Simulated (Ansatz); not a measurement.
# C4H8Cl2: how energies converge with the basis set

The task here is to estimate one member of a computed series from the others.

Program: Ansatz 0.2.0, Gaussian basis. Level of theory: one geometry, several basis sets. These are calculated values, not measurements.

Levels to be run: PBE0-D4/def2-SVP; ωB97M-V/def2-SVP; PBE0-D4/def2-QZVPP; ωB97M-V/def2-QZVPP; the functionals' def2-TZVPP values are taken from earlier runs.

### The relaxed structure

All runs share one geometry, relaxed beforehand with PBE0-D4 in a triple-zeta def2 set.

SMILES `CCC(Cl)CCl`, 14 atoms, charge 0, spin multiplicity 1.

Atoms are counted from 1 here; the program's logs count them from 0.

Bond lengths: C1–C2 1.517 Å, C1–H7 1.092 Å, C1–H8 1.091 Å, C1–H9 1.093 Å, C2–C3 1.519 Å, C2–H10 1.095 Å, C2–H11 1.096 Å, C3–Cl4 1.792 Å, C3–C5 1.510 Å, C3–H12 1.092 Å, C5–Cl6 1.775 Å, C5–H13 1.091 Å, C5–H14 1.090 Å. Angles: C2–C1–H7 110.6°, C2–C1–H8 111.1°, C2–C1–H9 111.1°, H7–C1–H8 108.1°, H7–C1–H9 107.8°, H8–C1–H9 108.0°, C1–C2–C3 114.0°, C1–C2–H10 110.4°, C1–C2–H11 109.6°, C3–C2–H10 108.8°, C3–C2–H11 107.1°, H10–C2–H11 106.8°, C2–C3–Cl4 110.5°, C2–C3–C5 111.0°, C2–C3–H12 110.5°, Cl4–C3–C5 109.8°, Cl4–C3–H12 105.3°, C5–C3–H12 109.7° and more.

The first run:

in.yaml reads:

```yaml
crystal:
  periodic: [false, false, false]
  atoms:
    - {symbol: C, position_ang: [-0.096788, -1.705814, 0.997106]}
    - {symbol: C, position_ang: [0.336367, -0.726859, -0.077758]}
    - {symbol: C, position_ang: [-0.295296, 0.648349, 0.049440]}
    - {symbol: Cl, position_ang: [-2.074106, 0.539804, -0.135781]}
    - {symbol: C, position_ang: [0.268713, 1.600526, -0.978291]}
    - {symbol: Cl, position_ang: [-0.244308, 3.280596, -0.725063]}
    - {symbol: H, position_ang: [0.415003, -2.662144, 0.874633]}
    - {symbol: H, position_ang: [-1.171300, -1.888145, 0.952963]}
    - {symbol: H, position_ang: [0.139744, -1.324813, 1.994106]}
    - {symbol: H, position_ang: [0.112252, -1.127973, -1.071369]}
    - {symbol: H, position_ang: [1.422945, -0.587491, -0.030833]}
    - {symbol: H, position_ang: [-0.133950, 1.051250, 1.051410]}
    - {symbol: H, position_ang: [1.357877, 1.591196, -0.917138]}
    - {symbol: H, position_ang: [-0.037153, 1.311530, -1.983435]}
basis:
  gaussian: {orbitals: def2-SVP}
hamiltonian: {xc: pbe0, dispersion: d4}
output: {orbitals: {seedname: orbitals}}
```

Launch:

```bash
$ ansatz run in.yaml --threads 2 --pin off --events-out ev --progress --plain --max-ram 32768MiB --backend cpu
```

Steps of the session up to this table: PBE0-D4 in def2-SVP; ωB97M-V in def2-SVP; PBE0-D4 in def2-QZVPP; ωB97M-V in def2-QZVPP.

One table of the session follows, with a row left open; its other results are not shown here.

It belongs to the step «Functionals by basis». 

| functional | basis | HOMO (eV) | LUMO (eV) |
| --- | --- | --- | --- |
| PBE0-D4 | def2-SVP | -8.19 | 0.99 |
| PBE0-D4 | def2-TZVPP | -8.37 | 0.52 |
| PBE0-D4 | def2-QZVPP | -8.41 | 0.28 |
| ωB97M-V | def2-SVP | ? | ? |
| ωB97M-V | def2-TZVPP | -10.67 | 2.35 |
| ωB97M-V | def2-QZVPP | -10.72 | 1.71 |

Estimate the missing values for ωB97M-V, def2-SVP.

As computed: HOMO (eV): -10.46; LUMO (eV): 3.03. In the column «HOMO (eV)» it lies between ωB97M-V, def2-TZVPP (-10.67) and PBE0-D4, def2-QZVPP (-8.41).
